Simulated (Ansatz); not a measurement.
Geometry optimisation, RKS revPBE/6-31G* in Ansatz.

Input:

```yaml
crystal:
  periodic: [false, false, false]
  atoms:
    - { symbol: C, position_ang: [-0.9012, 0.5384, 0.8425] }
    - { symbol: C, position_ang: [0.4881, 0.195, 0.5499] }
    - { symbol: "N", position_ang: [0.4998, -1.0952, -0.1445] }
    - { symbol: C, position_ang: [0.6524, -1.0368, -1.4178] }
    - { symbol: F, position_ang: [0.89852, -2.13005, -2.13826] }
    - { symbol: H, position_ang: [-0.9926, 1.543, 1.3814] }
    - { symbol: H, position_ang: [-1.4854, 0.7072, -0.0968] }
    - { symbol: H, position_ang: [-1.4132, -0.1691, 1.4198] }
    - { symbol: H, position_ang: [1.0358, 0.1184, 1.5414] }
    - { symbol: H, position_ang: [1.0016, 0.992, 0.012] }
    - { symbol: H, position_ang: [0.82049, -0.05653, -1.87977] }
basis:
  gaussian: { orbitals: "6-31G*" }
hamiltonian:
  xc: revpbe
relax:
  f_tol: 0.015
  max_steps: 40
```

Launched with:

```bash
$ ansatz run input.yaml --threads 1 --pin off --max-ram 2048MiB --backend cpu --events-out ev --progress --plain --runs-dir out
```

Question: Where does it end, and by what steps?

Answer: It converged. After 12 steps the energy has fallen by 0.460 eV; H11 moved furthest, 0.47 Å.

| step | energy less start (eV) | largest force component (eV/Å) | accepted |
| --- | --- | --- | --- |
| 0 | 0.0000 | 3.723 | yes |
| 1 | -0.2527 | 1.752 | yes |
| 2 | -0.3865 | 1.561 | yes |
| 3 | -0.4390 | 0.330 | yes |
| 4 | -0.4457 | 0.334 | yes |
| 5 | -0.4532 | 0.133 | yes |
| 6 | -0.4569 | 0.165 | yes |
| 7 | -0.4584 | 0.126 | yes |
| 8 | -0.4593 | 0.059 | yes |
| 9 | -0.4593 | 0.057 | yes |
| 10 | -0.4589 | 0.112 | no |
| 11 | -0.4595 | 0.034 | yes |
| 12 | -0.4595 | 0.009 | yes |

```xyz
11
Properties=species:S:1:pos:R:3
C -1.002 0.613 0.934
C 0.421 0.223 0.496
N 0.405 -1.054 -0.228
C 0.838 -1.048 -1.414
F 0.846 -2.185 -2.151
H -0.977 1.532 1.545
H -1.647 0.796 0.058
H -1.458 -0.195 1.531
H 1.053 0.079 1.393
H 0.877 1.050 -0.094
H 1.247 -0.204 -2.000
```

Whether the end is a true minimum wasn't checked by a vibrational analysis.

Time of the run: 43 s on 1 thread of Arm Neoverse V1 (shared host), peak memory 0.25 GiB.
